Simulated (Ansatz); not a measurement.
Results of PBEsol+SOC in Ansatz (plane waves, PAW) for CsCl-type TlCl.

The input as run:

Ansatz 0.2 input:
```yaml
crystal:
  lattice:
    - [3.7591710651, 0.0, 0.0]
    - [0.0, 3.7591710651, 0.0]
    - [0.0, 0.0, 3.7591710651]
  atoms:
    - { symbol: Tl, position: [0.0, 0.0, 0.0] }
    - { symbol: Cl, position: [0.5, 0.5, 0.5] }
basis:
  ecutwfc: 520
  ecutrho_ratio: 4
  xc_grid: 2
kpoints:
  mp_grid: { grid: [10, 10, 10] }
hamiltonian:
  xc: pbesol
  dispersion: none
  pseudopotentials: { kind: paw }
scf:
  occupations: { method: fermi_dirac, width: 0.01 }
  convergence: { dr2_threshold: 0.0000000002 }
output:
  forces: true
  stress: true
  eigenvalues: true
magnetization:
  noncollinear: true
  spin_orbit: true
```

The run printed, among other lines:

```
Crystal: 2 atoms, lattice volume = 53.122 Å³
Basis set: ecut = 520 eV, 1365 PW (Γ), exchange–correlation on 60×60×60 points (8 copies of the dense FFT grid, shifted against one another)
Bands: 28, of which v1, the nominal top of the filled ones, is band 20 counted from 1 (19 counted from 0)
Symmetry: 48 space group operations + 48 with time reversal
k-points: 56 of 1000
Initial density: superposition of atomic densities (chi_scale 0.1, normalization cell, long waves kept (reshape's long-wave potential 0.00 eV rms))
Functional: x = pbesol(κ = 0.804, μ = 0.12345679012345678), c = pbesol(β = 0.046)
SCF 1 converged in 8 iterations: F = -12393.165354 eV  dr2 = 1.02e-11
SCF converged after 8 iterations
Free energy (F): -12393.165354 eV
Internal energy: -12393.165354 eV  (E = F + TS)
E sigma→0 (E₀):  -12393.165354 eV
Fermi energy:    6.548935 eV
--- Stress (GPa, compression-positive) ---
        0.018681       0.000000       0.000000
       -0.000000       0.018681       0.000000
        0.000000      -0.000000       0.018681
  P = ⅓ Tr σ = 0.0187 GPa (0.187 kbar)
```

The PAW data were made under PBE.

Ansatz is an electronic-structure program.
